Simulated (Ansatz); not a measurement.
## SnH$_{4}$⁺, doublet: reading a ladder of total energies

Geometry: a PBE0/def2-TZVP stationary point for this spin, not checked as a minimum.

```csv
atom,x (Å),y (Å),z (Å)
Sn,0.0000,0.0000,0.0000
H,0.5761,1.1516,1.1503
H,-0.5821,-1.1483,1.1506
H,-0.5743,1.1492,-1.1536
H,0.5802,-1.1525,-1.1473
```

Basis def2-SVP with its core potentials; Ansatz 0.2.0. Correlated methods freeze the noble-gas cores and the filled d shells of p-block atoms, which leaves 7 electrons in 37 orbitals. R marks a restricted (for open shells ROHF) determinant, U an unrestricted one. No spin–orbit coupling is included; scalar relativity enters through the core potentials alone.

Full CI isn't at hand for all of this; UCCSDT(Q) serves as the reference, and is uncertain by about the last step of the cluster series.

Runs differ by some tens of microhartree through their thresholds and, for an open shell, their frozen cores, so steps under 0.03 kcal/mol mean nothing.

```json
{"level": "UHF", "total energy (hartree)": "-215.240850"}
{"level": "UMP2", "total energy (hartree)": "-215.330084"}
{"level": "UCCSD", "total energy (hartree)": "-215.362851"}
{"level": "UCCSD(T)", "total energy (hartree)": "-215.365851"}
{"level": "UCCSDT", "total energy (hartree)": "-215.366905"}
{"level": "UCCSDT(Q)", "total energy (hartree)": "-215.366998"}
```

Problem. What is the correlation energy at UCCSDT(Q), and what share of it do UMP2 and UCCSD recover?

Solution. E(corr) = -215.366998 − (-215.240850) = -0.126148 hartree = -3.433 eV. UMP2: -0.089234 / -0.126148 = 70.74 %. UCCSD: -0.122001 / -0.126148 = 96.71 %.

Problem. By how many kcal/mol does UCCSD(T) miss UCCSDT(Q) (1 hartree = 627.509 kcal/mol), and which steps make up the rest?

Solution. -215.365851 − (-215.366998) = 0.001147 hartree = 0.72 kcal/mol. Steps: UCCSDT − UCCSD(T) = -0.66, UCCSDT(Q) − UCCSDT = -0.06 kcal/mol. That is within 1 kcal/mol of the reference in this basis, which itself misses far more of the correlation at the basis-set limit.
